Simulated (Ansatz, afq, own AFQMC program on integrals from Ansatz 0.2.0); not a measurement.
# SiO, triplet → SiO⁺, doublet

```xyz
2

Si    0.0000    0.0000    0.0000
O     0.0000    0.0000    1.7235
```

E(doublet, charge +1) − E(triplet, charge +0) at this geometry, on UHF and UHF determinants.

Basis 6-31G. Only valence electrons are correlated. Integrals, coupled cluster, full CI and functionals: Ansatz 0.2.0; the random walks run on the same integrals in our own AFQMC program. The CISD trial takes its coefficients from CCSD amplitudes. Released means that phaseless walkers are propagated on without the constraint, phases kept. ± is one standard error of the sampling. The errors of all members are added in quadrature.

Full CI on the same integrals is exact in this basis and with this determinant's frozen core.

Errors are counted within 6-31G, not against nature.

Cautions: SiO (triplet): another spin lies lower, the CCSDT(Q) amplitudes may be one of several solutions (largest double 0.69), the CCSDTQ amplitudes may be one of several solutions (largest double 0.75), the released energy hasn't reached full CI (173 meV above it at 2.40 1/Eh), so no released level is given (meV from the phaseless value at times in 1/Eh: 13 ± 9 at 0.24, 7 ± 9 at 0.51, -14 ± 11 at 0.99, -43 ± 13 at 1.62, -14 ± 13 at 2.40), the determinant fills πx and πy unequally, so it mixes two states of the linear molecule, and each level undoes that mixture to a different degree, while full CI gives the lower state, its ph-AFQMC/CISD value lies 187 ± 10 meV above full CI; SiO⁺ (doublet): the search met a lower determinant of the same kind, perhaps of another symmetry (831 meV lower), and this one is a saddle point, strong correlation (T1 0.079, weight of the determinant 0.78, largest double 0.10), unrestricted determinant slightly spin contaminated (⟨S²⟩ 0.81 against 0.75), the released energy hasn't reached full CI (58 meV above it at 1.62 1/Eh, later times being too noisy to tell), so no released level is given (meV from the phaseless value at times in 1/Eh: -21 ± 15 at 0.24, -34 ± 14 at 0.51, -30 ± 16 at 0.99, -29 ± 19 at 1.62, -85 ± 32 at 2.40), its ph-AFQMC/CISD value lies 87 ± 15 meV above full CI.

Reference (full CI): 705.9 kJ/mol.

```tsv
level	vertical ionization energy (kJ/mol)	error against FCI (kJ/mol)
HF	813.5	107.6
MP2	729.8	24.0
CCSD	707.3	1.4
CCSD(T)	693.4	-12.5
CCSDT	705.1	-0.8
CCSDT(Q)	702.5	-3.4
CCSDTQ	705.1	-0.8
ph-AFQMC/CISD	696.3 ± 1.7	-9.6 ± 1.7
```

Correlation beyond CCSD(T) adds 12.5 kJ/mol. The perturbative (T) step is worth −13.9 kJ/mol. Where a determinant mixes two states, these steps and errors hold in part the undoing of that mixture, and only full CI is sure.

CCSDT and higher add their correlation energy to the determinant of the CCSD(T) run, since their own runs factorise the integrals more tightly (a shift of under 2 meV).
